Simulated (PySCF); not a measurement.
Work out the structure from these simulated measurements.

Formula: C3H7NS.

* UV, first state: lowest singlet excitation: 3.51 eV (353 nm, f = 0.000) [TDDFT PBE0/def2-SVPD]
* Triplet: lowest triplet excitation (Tamm–Dancoff): 3.16 eV [TDA PBE0/def2-SVPD]
* 1H NMR: chemical shifts (computed TMS as zero) by class: 9.07 (1 H), 3.49 (3 H), 3.16 (3 H) ppm [GIAO PBE0/pcSseg-1]
* UV, strongest line: among the 8 lowest singlet transitions: S2 at 5.17 eV (240 nm, f = 0.215) [TDDFT PBE0/def2-SVPD]
* Polarisability: 72.1 au [PBE0/def2-SVPD]
* 13C NMR: chemical shifts (computed TMS as zero) by class: 195.0 (1 C), 44.2 (1 C), 34.9 (1 C) ppm [GIAO PBE0/pcSseg-1]
* Dipole: 5.06 D [PBE0/def2-SVPD]
* Rotational structure: rotational constants A, B, C: 9.204, 2.472, 1.997 GHz [GFN2-xTB]
* NMR, other nuclei: isotropic shieldings of nuclei other than C and H, by class: 106 (1 N), 195 (1 S) ppm [GIAO PBE0/pcSseg-1]

Electronic properties: PySCF, gas phase, density fitting. Levels stand in brackets. One conformer (not necessarily the lowest) at the GFN2-xTB geometry, without solvent, vibrations or thermal averaging. NMR values are class means; diastereotopic atoms form classes of their own.

Q: Propose a structure and show how it fits.

A: Numbering: `[CH3:1][N:2]([CH3:3])[CH:4]=[S:5]`. Its formula, C3H7NS, gives 1 degree of unsaturation: 0 rings and 1 π bond in the structure found. 3 carbons fall into 3 classes; from least to most shielded: thiocarbonyl carbon [C4] (195.0 ppm), N-methyl carbon [C1] (44.2 ppm), N-methyl carbon [C3] (34.9 ppm). Hydrogen classes from least to most shielded: 1 H on a thiocarbonyl carbon, C4 (9.07 ppm), 3 H on an N-methyl carbon, C3 (3.49 ppm, a mean of values up to 3.6 ppm apart in this geometry), 3 H on an N-methyl carbon, C1 (3.16 ppm). The other shieldings belong to: 106 ppm, nitrogen bound to a thiocarbonyl carbon [N2]; 195 ppm, thiocarbonyl sulfur [S5]. S1 is mainly HOMO→LUMO (weight 1.00); the largest Löwdin shares of the orbital it empties are 0.74 on the thiocarbonyl sulfur and 0.14 on the thiocarbonyl carbon, of the orbital it fills 0.38 on the thiocarbonyl carbon, 0.31 on the thiocarbonyl sulfur, 0.18 on the nitrogen bound to a thiocarbonyl carbon and 0.05 on the hydrogen on carbon. The optimised geometry has point group Cs and is an asymmetric top. Structure: `CN(C)C=S`. Computed isomers that give other values at the same levels: `NCCC=S` (lowest singlet excitation: 2.39 eV (520 nm, f = 0.000)). The assignments are read from this structure; whether some other isomer fits the data as well wasn't checked.

The values belong to the conformer `[CH3:1][N:2]([CH3:3])[CH:4]=[S:5]`: C1–N2–C4–S5 180°.
